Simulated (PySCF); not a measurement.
C4H3FO.
InChI=1S/C4H3FO/c5-3-1-2-4-6/h4H,3H2

Theory: MP2 and CCSD/aug-cc-pVDZ in PySCF, restricted Hartree–Fock reference, frozen core, non-relativistic, gas phase, PBE0-D3(BJ)/def2-SVP geometry.

E(HF) = -327.47125 Eh.

**Question.** How large is the problem?

**Answer.** 165 basis functions and 44 electrons; 6 orbitals frozen, which leaves o = 16 correlated occupied and v = 143 virtual orbitals. That is o·v = 2288 singles and o·v(o·v + 1)/2 = 2618616 distinct closed-shell doubles amplitudes before symmetry; the costliest CCSD step grows as o²v⁴ = 1.1 × 10^11.

**Question.** What are the MP2 and CCSD correlation energies?

**Answer.** MP2 -0.9185 Eh and CCSD -0.9443 Eh, which gives totals of -328.38972 and -328.41559 Eh. That is 0.803 eV for each correlated electron at CCSD (2479 kJ/mol in all, 0.288 % of the total energy); MP2 gives 97.3 % of the CCSD value.

**Question.** What is the T1 diagnostic?

**Answer.** 0.0153, below the customary warning level of 0.02. It is the norm of the spatial-orbital singles amplitudes over the root of the number of correlated electrons, so the norm is 0.087.

**Question.** How does correlation change the dipole moment?

**Answer.** HF gives 1.98 D and CCSD (unrelaxed density) 1.61 D, a change of -0.37 D.

No triples correction and no basis-set extrapolation were made.
